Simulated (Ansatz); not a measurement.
Reaction: C4H6 (buta-1,2-diene, SMILES C=C=CC) → C3H3 (SMILES [CH]=C=C, doublet) + CH3 (SMILES [CH3], doublet) (the C-C bond breaks)
Each species at its own B3LYP-D3(BJ)/def2-TZVP minimum (Ansatz, an electronic-structure program).

Total energies in hartree (Ansatz). UHF or UKS for unpaired electrons; spin-orbit terms are left out. Cores are frozen in correlated methods. No relativity. The UHF reference of C3H3 ([CH]=C=C, doublet) is spin-contaminated (<S^2> up to 0.21 over the pure value in the sets run).

```tsv
species	HF/cc-pVTZ	CCSD(T)/cc-pVTZ	HF/cc-pVQZ	CCSD(T)/cc-pVQZ	CCSD(T)/cc-pVDZ	CCSDT(Q)/cc-pVDZ
1: C4H6 (buta-1,2-diene, SMILES C=C=CC)	-154.95666	-155.67540	-154.96658	-155.72034	-155.51482	-155.51723
2: C3H3 (SMILES [CH]=C=C, doublet)	-115.29335	-115.77806	-115.30065	-115.81044	-115.66330	-115.66591
3: CH3 (SMILES [CH3], doublet)	-39.57748	-39.76098	-39.58026	-39.77245	-39.71583	-39.71634
```

### Question
Work out the bond dissociation energy (electronic) in kcal/mol: take Hartree-Fock from cc-pVQZ, extrapolate the CCSD(T) correlation energy as X^-3 (X = 3, 4), and add CCSDT(Q) - CCSD(T) in cc-pVDZ. 1 hartree = 627.51 kcal/mol.

### Answer

Species 1: correlation (64·(-0.75376) - 27·(-0.71874))/37 = -0.77932; step -0.00241; E1 = -154.96658 + (-0.77932) + (-0.00241) = -155.74831
Species 2: correlation (64·(-0.50979) - 27·(-0.48471))/37 = -0.52809; step -0.00261; E2 = -115.30065 + (-0.52809) + (-0.00261) = -115.83135
Species 3: correlation (64·(-0.19219) - 27·(-0.18350))/37 = -0.19853; step -0.00051; E3 = -39.58026 + (-0.19853) + (-0.00051) = -39.77930
-1·E1 +1·E2 +1·E3 = 0.13766 hartree = 86.4 kcal/mol.
